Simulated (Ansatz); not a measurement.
# AlH + NH3: a complex and its separated parts, part 2 of 2

Ansatz 0.2.0, Gaussian basis.

## Step 14: wB97X-V/def2-TZVPP

The inputs:

parta/in.yaml

```yaml
crystal:
  periodic: [false, false, false]
  atoms:
    - {symbol: Al, position_ang: [-1.584121, 0.413796, -0.540359]}
    - {symbol: H, position_ang: [-0.960440, 1.748956, 0.234279]}
basis:
  gaussian: {orbitals: def2-TZVPP}
hamiltonian: {xc: {name: wB97X-V}}
```

partb/in.yaml

```yaml
crystal:
  periodic: [false, false, false]
  atoms:
    - {symbol: N, position_ang: [0.381303, -0.448718, -0.000720]}
    - {symbol: H, position_ang: [1.121399, 0.110004, -0.407433]}
    - {symbol: H, position_ang: [0.503339, -0.417726, 1.004006]}
    - {symbol: H, position_ang: [0.538620, -1.406311, -0.289873]}
basis:
  gaussian: {orbitals: def2-TZVPP}
hamiltonian: {xc: {name: wB97X-V}}
```

One command serves all of them, each in its own folder.

On the command line:

```bash
$ ansatz run in.yaml --threads 2 --pin off --events-out ev --progress --plain --max-ram 4352MiB
```

parta printed, shortened:

```text
Functional definition: wB97X-V
  name "wB97X-V"
  cite "Mardirossian & Head-Gordon, Phys. Chem. Chem. Phys. 16, 9904 (2014) doi:10.1039/C3CP54374A"
  cite "Becke, J. Chem. Phys. 107, 8554 (1997) doi:10.1063/1.475007"
  cite "Vydrov & Van Voorhis, J. Chem. Phys. 133, 244103 (2010) doi:10.1063/1.3521275"
[...]
      + integral(e_c_pw_opposite_spin*poly(b97_u_opposite, cos0, cos1)) + vv10(b, c)
347 factors; their error is unknown
84 factors; integrals over basis functions are off by at most 7.8e-5 eV
[...]
mean field -6610.57990955 eV, -242.9343308640 hartree, gradient 2.3e-5 eV, S^2 0.000000; 0 other end points of the search recorded, 0 dependent functions left out
reference -6610.57990818 eV, -242.9343308137 hartree; 7, 7 occupied and 49, 49 virtual orbitals, 347 factors
Total energy: -6610.57990818 eV, -242.9343308137 hartree
```

Log of partb, shortened:

```text
[... 5 set-up lines as earlier in the session ...]
[...]
      + integral(e_c_pw_opposite_spin*poly(b97_u_opposite, cos0, cos1)) + vv10(b, c)
332 factors; their error is unknown
93 factors; integrals over basis functions are off by at most 8.0e-6 eV
[...]
mean field -1539.14323630 eV, -56.5624706651 hartree, gradient 1.3e-5 eV, S^2 0.000000; 0 other end points of the search recorded, 0 dependent functions left out
reference -1539.14323520 eV, -56.5624706247 hartree; 5, 5 occupied and 68, 68 virtual orbitals, 332 factors
Total energy: -1539.14323520 eV, -56.5624706247 hartree
```

Wall times: 0.65 s (parta), 0.7 s (partb) on 2 threads of Arm Neoverse V2, shared host.

## Step 15: wB97M-V/def2-TZVPP

The same edit goes into each in.yaml of step 14 (parta, partb):

```diff
-hamiltonian: {xc: {name: wB97X-V}}
+hamiltonian: {xc: {name: wB97M-V}}
```

Each run has its own folder and the same command.

On the command line:

```bash
$ ansatz run in.yaml --threads 2 --pin off --events-out ev --progress --plain --max-ram 4352MiB
```

Output in parta, shortened:

```text
Functional definition: wB97M-V
  name "wB97M-V"
  cite "Mardirossian & Head-Gordon, J. Chem. Phys. 144, 214110 (2016) doi:10.1063/1.4952647"
[... 2 set-up lines as earlier in the session ...]
  # Of w^i u^j: cxij and so on, Table III.
[...]
  gx(w, u) = 1 - cx + cx01*u + cx10*w
[...]
      + integral(e_c_pw_mod_opposite_spin*gos(b97_w_opposite, b97_u_opposite)) + vv10(b, c)
331 factors; their error is unknown
84 factors; integrals over basis functions are off by at most 7.8e-5 eV
[...]
mean field -6611.31020285 eV, -242.9611686479 hartree, gradient 2.1e-5 eV, S^2 0.000000; 0 other end points of the search recorded, 0 dependent functions left out
reference -6611.31023646 eV, -242.9611698828 hartree; 7, 7 occupied and 49, 49 virtual orbitals, 331 factors
Total energy: -6611.31023646 eV, -242.9611698828 hartree
```

partb printed, shortened:

```text
[... 5 set-up lines as earlier in the session ...]
  # Of w^i u^j: cxij and so on, Table III.
[...]
  gx(w, u) = 1 - cx + cx01*u + cx10*w
[...]
      + integral(e_c_pw_mod_opposite_spin*gos(b97_w_opposite, b97_u_opposite)) + vv10(b, c)
332 factors; their error is unknown
93 factors; integrals over basis functions are off by at most 8.0e-6 eV
[...]
mean field -1538.84210378 eV, -56.5514042492 hartree, gradient 5.5e-5 eV, S^2 0.000000; 0 other end points of the search recorded, 0 dependent functions left out
reference -1538.84213065 eV, -56.5514052368 hartree; 5, 5 occupied and 68, 68 virtual orbitals, 332 factors
Total energy: -1538.84213065 eV, -56.5514052368 hartree
```

Wall times: 0.65 s (parta), 0.75 s (partb) on 2 threads of Arm Neoverse V2, shared host.

## Step 16: B2PLYP/def2-TZVPP

Each input of step 15 (parta, partb) changes in the same lines:

```diff
-hamiltonian: {xc: {name: wB97M-V}}
+hamiltonian: {xc: {name: B2PLYP}}
```

The same command starts each run, in its folder.

On the command line:

```bash
$ ansatz run in.yaml --threads 2 --pin off --events-out ev --progress --plain --max-ram 4352MiB
```

parta printed, shortened:

```text
Functional definition: B2PLYP
  name "B2PLYP"
  cite "Grimme, J. Chem. Phys. 124, 034108 (2006) doi:10.1063/1.2148954"
[... 2 set-up lines as earlier in the session ...]
[...]
331 factors; integrals over basis functions are off by at most 9.9e-4 eV
[...]
mean field -6608.01968617 eV, -242.8402443902 hartree, gradient 1.6e-6 eV, S^2 0.000000; 0 other end points of the search recorded, 0 dependent functions left out
5 core orbitals not correlated: weight in the atoms' cores, before any rotation towards them, 1.000 or more for the frozen orbitals, at most 0.000 for the correlated occupied ones
reference -6608.01979552 eV, -242.8402484086 hartree; 2, 2 occupied and 49, 49 virtual orbitals, 331 factors
second order -2.15036811 eV of doubles, -0.00000000 eV of singles
Total energy: -6608.60039491 eV, -242.8615850426 hartree
```

Log of partb, shortened:

```text
[... 5 set-up lines as earlier in the session ...]
[...]
416 factors; integrals over basis functions are off by at most 1.3e-3 eV
[...]
mean field -1536.38011214 eV, -56.4609277253 hartree, gradient 8.3e-6 eV, S^2 0.000000; 0 other end points of the search recorded, 0 dependent functions left out
1 core orbitals not correlated: weight in the atoms' cores, before any rotation towards them, 1.000 or more for the frozen orbitals, at most 0.000 for the correlated occupied ones
reference -1536.38020237 eV, -56.4609310412 hartree; 4, 4 occupied and 68, 68 virtual orbitals, 416 factors
second order -7.62104342 eV of doubles, -0.00000000 eV of singles
Total energy: -1538.43788409 eV, -56.5365494497 hartree
```

Times: 0.3 s (parta), 0.4 s (partb) on 2 threads of Arm Neoverse V2, shared host.

## Step 17: PBE-QIDH/def2-TZVPP

The same edit goes into each in.yaml of step 16 (parta, partb):

```diff
-hamiltonian: {xc: {name: B2PLYP}}
+hamiltonian: {xc: {name: PBE-QIDH}}
```

One command serves all of them, each in its own folder.

On the command line:

```bash
$ ansatz run in.yaml --threads 2 --pin off --events-out ev --progress --plain --max-ram 4352MiB
```

parta printed, shortened:

```text
Functional definition: PBE-QIDH
  name "PBE-QIDH"
  cite "Brémond, Sancho-García, Pérez-Jiménez & Adamo, J. Chem. Phys. 141, 031101 (2014) doi:10.1063/1.4890314"
[... 1 set-up line as earlier in the session ...]
[...]
331 factors; integrals over basis functions are off by at most 9.9e-4 eV
[...]
mean field -6605.40223074 eV, -242.7440546772 hartree, gradient 5.1e-6 eV, S^2 0.000000; 0 other end points of the search recorded, 0 dependent functions left out
5 core orbitals not correlated: weight in the atoms' cores, before any rotation towards them, 1.000 or more for the frozen orbitals, at most 0.000 for the correlated occupied ones
reference -6605.40223929 eV, -242.7440549915 hartree; 2, 2 occupied and 49, 49 virtual orbitals, 331 factors
second order -1.96060860 eV of doubles, -0.00000000 eV of singles
Total energy: -6606.05577549 eV, -242.7680720039 hartree
```

Output in partb, shortened:

```text
[... 4 set-up lines as earlier in the session ...]
[...]
416 factors; integrals over basis functions are off by at most 1.3e-3 eV
[...]
mean field -1535.33269022 eV, -56.4224356798 hartree, gradient 2.1e-6 eV, S^2 0.000000; 0 other end points of the search recorded, 0 dependent functions left out
1 core orbitals not correlated: weight in the atoms' cores, before any rotation towards them, 1.000 or more for the frozen orbitals, at most 0.000 for the correlated occupied ones
reference -1535.33269699 eV, -56.4224359284 hartree; 4, 4 occupied and 68, 68 virtual orbitals, 416 factors
second order -7.10230569 eV of doubles, -0.00000000 eV of singles
Total energy: -1537.70013222 eV, -56.5094375684 hartree
```

Times: 0.3 s (parta), 0.4 s (partb) on 2 threads of Arm Neoverse V2, shared host.

## Step 18: RPA on PBE/def2-TZVPP

The same edit goes into each in.yaml of step 17 (parta, partb):

```diff
-hamiltonian: {xc: {name: PBE-QIDH}}
+hamiltonian: {xc: pbe}
+correlation: {method: rpa}
```

Each run has its own folder and the same command.

On the command line:

```bash
$ ansatz run in.yaml --threads 2 --pin off --events-out ev --progress --plain --max-ram 4352MiB
```

parta printed, shortened:

```text
[... 4 set-up lines as earlier in the session ...]
[...]
331 factors; integrals over basis functions are off by at most 9.9e-4 eV
[...]
mean field -6607.95378759 eV, -242.8378226618 hartree, gradient 6.2e-6 eV, S^2 0.000000; 0 other end points of the search recorded, 0 dependent functions left out
5 core orbitals not correlated: weight in the atoms' cores, before any rotation towards them, 1.000 or more for the frozen orbitals, at most 0.000 for the correlated occupied ones
reference -6597.32521147 eV, -242.4472296940 hartree; 2, 2 occupied and 49, 49 virtual orbitals, 331 factors
Total energy: -6601.44442506 eV, -242.5986080012 hartree
```

partb printed, shortened:

```text
[... 4 set-up lines as earlier in the session ...]
[...]
416 factors; integrals over basis functions are off by at most 1.3e-3 eV
[...]
mean field -1537.73152006 eV, -56.5105910502 hartree, gradient 7.1e-6 eV, S^2 0.000000; 0 other end points of the search recorded, 0 dependent functions left out
1 core orbitals not correlated: weight in the atoms' cores, before any rotation towards them, 1.000 or more for the frozen orbitals, at most 0.000 for the correlated occupied ones
reference -1529.64065060 eV, -56.2132570818 hartree; 4, 4 occupied and 68, 68 virtual orbitals, 416 factors
Total energy: -1540.11752192 eV, -56.5982750014 hartree
```

Wall times: 0.3 s (parta), 0.4 s (partb) on 2 threads of Arm Neoverse V2, shared host.

## Step 19: CCSD(T)/def2-TZVPP

The same edit goes into each in.yaml of step 18 (parta, partb):

```diff
-hamiltonian: {xc: pbe}
-correlation: {method: rpa}
+correlation: {method: ccsd_t}
```

One command serves all of them, each in its own folder.

On the command line:

```bash
$ ansatz run in.yaml --threads 2 --pin off --events-out ev --progress --plain --max-ram 4352MiB
```

Log of parta, shortened:

```text
Functional definition: HF
  name "HF"
  cite "Fock, Z. Phys. 61, 126 (1930) doi:10.1007/BF01340294"
[... 1 set-up line as earlier in the session ...]
[...]
331 factors; integrals over basis functions are off by at most 9.9e-4 eV
[...]
mean field -6597.61300753 eV, -242.4578060040 hartree, gradient 8.6e-7 eV, S^2 0.000000; 0 other end points of the search recorded, 0 dependent functions left out; unrestricted orbitals would lower it
[...]
reference -6597.61300753 eV, -242.4578060040 hartree; 2, 2 occupied and 49, 49 virtual orbitals, 331 factors
second order -1.68352342 eV of doubles, -0.00000000 eV of singles
cycle   1  -2.03052324 eV  change   -3.5e-1 eV  update   6.4e-2
[...]
cycle  10  -2.23745189 eV  change   -3.5e-6 eV  update   1.0e-6
perturbative correction -0.03878882 eV, -0.0014254628 hartree
Total energy: -6599.88924824 eV, -242.5414563072 hartree
```

Output in partb, shortened:

```text
[... 4 set-up lines as earlier in the session ...]
[...]
416 factors; integrals over basis functions are off by at most 1.3e-3 eV
[...]
mean field -1529.85248616 eV, -56.2210418951 hartree, gradient 4.0e-6 eV, S^2 0.000000; 0 other end points of the search recorded, 0 dependent functions left out
1 core orbitals not correlated: weight in the atoms' cores, before any rotation towards them, 1.000 or more for the frozen orbitals, at most 0.000 for the correlated occupied ones
reference -1529.85248616 eV, -56.2210418951 hartree; 4, 4 occupied and 68, 68 virtual orbitals, 416 factors
second order -6.38828690 eV of doubles, -0.00000000 eV of singles
cycle   1  -6.57733871 eV  change   -1.9e-1 eV  update   3.9e-2
[...]
cycle   9  -6.72923404 eV  change    3.1e-6 eV  update   2.3e-6
perturbative correction -0.20702007 eV, -0.0076078473 hartree
Total energy: -1536.78874027 eV, -56.4759445321 hartree
```

Times: 0.2 s (parta), 0.4 s (partb) on 2 threads of Arm Neoverse V2, shared host.

## Step 20: CCSD(T)/def2-QZVPP

Each input of step 19 (parta, partb) changes in the same lines:

```diff
-  gaussian: {orbitals: def2-TZVPP}
+  gaussian: {orbitals: "def2-QZVPP.json"}
```

The basis file named in the input lies beside it (Basis Set Exchange, JSON).

The same command starts each run, in its folder.

On the command line:

```bash
$ ansatz run in.yaml --threads 2 --pin off --events-out ev --progress --plain --max-ram 4352MiB
```

parta printed, shortened:

```text
[... 4 set-up lines as earlier in the session ...]
[...]
580 factors; integrals over basis functions are off by at most 1.1e-3 eV
[...]
mean field -6597.78980309 eV, -242.4643031211 hartree, gradient 6.0e-6 eV, S^2 0.000000; 0 other end points of the search recorded, 0 dependent functions left out; unrestricted orbitals would lower it
[...]
reference -6597.78980309 eV, -242.4643031211 hartree; 2, 2 occupied and 93, 93 virtual orbitals, 580 factors
second order -1.80180662 eV of doubles, -0.00000000 eV of singles
cycle   1  -2.10425832 eV  change   -3.0e-1 eV  update   6.3e-2
[...]
cycle  10  -2.31146753 eV  change   -6.0e-7 eV  update   1.7e-6
perturbative correction -0.04347282 eV, -0.0015975968 hartree
Total energy: -6600.14474345 eV, -242.5508455829 hartree
```

Log of partb, shortened:

```text
[... 4 set-up lines as earlier in the session ...]
[...]
868 factors; integrals over basis functions are off by at most 1.2e-3 eV
[...]
mean field -1529.94357872 eV, -56.2243894850 hartree, gradient 8.6e-6 eV, S^2 0.000000; 0 other end points of the search recorded, 0 dependent functions left out
1 core orbitals not correlated: weight in the atoms' cores, before any rotation towards them, 1.000 or more for the frozen orbitals, at most 0.000 for the correlated occupied ones
reference -1529.94357872 eV, -56.2243894850 hartree; 4, 4 occupied and 142, 142 virtual orbitals, 868 factors
second order -6.84234718 eV of doubles, -0.00000000 eV of singles
cycle   1  -6.94207942 eV  change   -1.0e-1 eV  update   4.1e-2
[...]
cycle   9  -7.10349320 eV  change    2.3e-6 eV  update   3.8e-6
perturbative correction -0.23806688 eV, -0.0087487966 hartree
Total energy: -1537.28513880 eV, -56.4941868417 hartree
```

Times: 0.7 s (parta), 2.7 s (partb) on 2 threads of Arm Neoverse V2, shared host; peak memory 0.68 GiB.

## Step 21: Vibrations of AlH

vib-parta/in.yaml reads:

```yaml
crystal:
  periodic: [false, false, false]
  atoms:
    - {symbol: Al, position_ang: [-1.584121, 0.413796, -0.540359]}
    - {symbol: H, position_ang: [-0.960440, 1.748956, 0.234279]}
basis:
  gaussian: {orbitals: def2-TZVP}
hamiltonian: {xc: pbe0, dispersion: d4}
phonons: {temperatures: {t_min: 298.15, t_max: 900, t_step: 200}}
```

On the command line:

```bash
$ ansatz run in.yaml --threads 2 --pin off --events-out ev --progress --plain --max-ram 4352MiB
```

The program printed, shortened:

```text
[... 5 set-up lines as earlier in the session ...]
[...]
323 factors; their error is unknown
[...]
mean field -6608.55463756 eV, -242.8599034910 hartree, gradient 2.1e-5 eV, S^2 0.000000; 0 other end points of the search recorded, 0 dependent functions left out
[...]
reference -6608.55463154 eV, -242.8599032700 hartree; 7, 7 occupied and 36, 36 virtual orbitals, 323 factors
Total energy: -6608.56573450 eV, -242.8603112963 hartree
Atom 0 at    -1.584121     0.413796    -0.540359 Å, force     0.000006     0.000014     0.000008 eV/Å
Atom 1 at    -0.960440     1.748956     0.234279 Å, force    -0.000006    -0.000014    -0.000008 eV/Å
Dipole moment:    -0.006747    -0.014445    -0.008381 e Å
Vibrations: 1647.58 cm⁻¹, zero-point energy 0.102137 eV
```

Run time: 1.5 s. Hardware: 2 threads of Arm Neoverse V2, shared host.

Wavenumbers and character of the modes:

```csv
mode,wavenumber (cm⁻¹),character
1,1648,Al–H stretch
```

Vibrational sums (real modes only):

```
T (K)  entropy (J/mol/K)  heat capacity (J/mol/K)
  298                0.0                      0.2
  498                0.4                      1.6
  698                1.3                      3.4
  898                2.3                      4.8
```

## Step 22: Vibrations of NH3

vib-partb/in.yaml reads:

```yaml
crystal:
  periodic: [false, false, false]
  atoms:
    - {symbol: N, position_ang: [0.381303, -0.448718, -0.000720]}
    - {symbol: H, position_ang: [1.121399, 0.110004, -0.407433]}
    - {symbol: H, position_ang: [0.503339, -0.417726, 1.004006]}
    - {symbol: H, position_ang: [0.538620, -1.406311, -0.289873]}
basis:
  gaussian: {orbitals: def2-TZVP}
hamiltonian: {xc: pbe0, dispersion: d4}
phonons: {temperatures: {t_min: 298.15, t_max: 900, t_step: 200}}
```

On the command line:

```bash
$ ansatz run in.yaml --threads 2 --pin off --events-out ev --progress --plain --max-ram 4352MiB
```

The program printed, shortened:

```text
[... 5 set-up lines as earlier in the session ...]
[...]
287 factors; their error is unknown
[...]
mean field -1537.79931141 eV, -56.5130823366 hartree, gradient 1.3e-5 eV, S^2 0.000000; 0 other end points of the search recorded, 0 dependent functions left out
[...]
Atom 1 at     1.121399     0.110004    -0.407433 Å, force    -0.000434    -0.000864     0.000660 eV/Å
Atom 2 at     0.503339    -0.417726     1.004006 Å, force     0.000338    -0.000205    -0.001102 eV/Å
Atom 3 at     0.538620    -1.406311    -0.289873 Å, force     0.000235     0.001320     0.000596 eV/Å
Dipole moment:     0.318910    -0.115080     0.096621 e Å
Vibrations: 1030.73 1669.56 1669.56 3502.06 3631.19 3631.24 cm⁻¹, zero-point energy 0.938209 eV
```

It took 2.1 s on 2 threads of Arm Neoverse V2, shared host.

Wavenumbers and character of the modes:

```
mode  wavenumber (cm⁻¹)    character
   1               1031         bend
   2               1670         bend
   3               1670         bend
   4               3502  N–H stretch
   5               3631  N–H stretch
   6               3631  N–H stretch
```

Vibrational sums (real modes only):

```
T (K)  entropy (J/mol/K)  heat capacity (J/mol/K)
  298                0.4                      1.8
  498                2.6                      7.4
  698                6.0                     13.4
  898               10.1                     18.8
```

## Step 23: Complex less separated parts

The complex's own energies come from single points at the same levels.

Rows are in def2-TZVPP; times add the 3 runs of a level on a shared host, so small differences are noise.

Differences are taken before rounding.

```csv
method,rung,complex less parts (kcal/mol),from CCSD(T) (kcal/mol),time
SPW92,LDA,-22.2,-7.8,0.75 s
PBE-D4,GGA,-17.1,-2.7,1.1 s
BLYP-D4,GGA,-14.2,+0.2,1.1 s
r2SCAN-D4,meta-GGA,-17.6,-3.1,2.6 s
B97M-V,meta-GGA,-15.3,-0.9,4.5 s
PBE0-D4,hybrid,-17.0,-2.6,1.3 s
B3LYP-D4,hybrid,-14.6,-0.2,1.3 s
r2SCAN0-D4,hybrid,-17.3,-2.9,2.7 s
BHLYP-D4,hybrid,-14.8,-0.4,1.2 s
CAM-B3LYP-D4,range-separated hybrid,-15.0,-0.5,1.5 s
wB97X-V,range-separated hybrid,-15.5,-1.1,4.1 s
wB97M-V,range-separated hybrid,-14.9,-0.5,4.3 s
B2PLYP,double hybrid,-13.7,+0.8,2.2 s
PBE-QIDH,double hybrid,-16.2,-1.8,2.1 s
RPA on PBE,RPA,-12.4,+2.0,2 s
Hartree-Fock,wavefunction,-10.2,+4.2,
MP2,wavefunction,-14.9,-0.5,
CCSD,wavefunction,-13.4,+1.0,
CCSD(T),wavefunction,-14.4,0,3.9 s
```

Among the levels timed on like hardware and quicker than the yardstick, those that no quicker one beats, quickest first: SPW92 (0.75 s, -7.8 kcal/mol); BLYP-D4 (1.1 s, +0.2 kcal/mol); B3LYP-D4 (1.3 s, -0.2 kcal/mol).

B3LYP-D4 reaches 0.2 kcal/mol from the reference in 1.3 s, where CCSD(T) took 3.9 s; the quickest level in the cost chart, SPW92, takes 0.75 s and misses by 7.8 kcal/mol.

The complex's zero-point energy, from a separate PBE0-D4 run, is 1.167 eV.

## Step 24: Outcome

This closing draws on all 2 parts.

| quantity | value |
| --- | --- |
| complex less parts, CCSD(T)/def2-TZVPP | -14.4 kcal/mol |
| with zero-point energy | -11.5 kcal/mol |
| largest T1 diagnostic | 0.014 |

What this shows: At CCSD(T) the complex lies 14.4 kcal/mol below its parts. Among the functionals B3LYP-D4 lands nearest to CCSD(T) (-0.2 kcal/mol) and SPW92 farthest (-7.8 kcal/mol). BLYP-D4 is as near within the digits shown. Mean unsigned error by rung: LDA 7.8, GGA 1.5, meta-GGA 2.0, hybrid 1.5, range-separated hybrid 0.7, double hybrid 1.3 kcal/mol. PBE-D4 gives a relative energy 2.7 kcal/mol too low, outside chemical accuracy (1 kcal/mol). No counterpoise was applied, and triple zeta lacks some correlation, so the CCSD(T) reference has a basis error of its own, and close matches with it are partly luck. The restricted Hartree–Fock reference is unstable towards an unrestricted one at one or more of these structures.
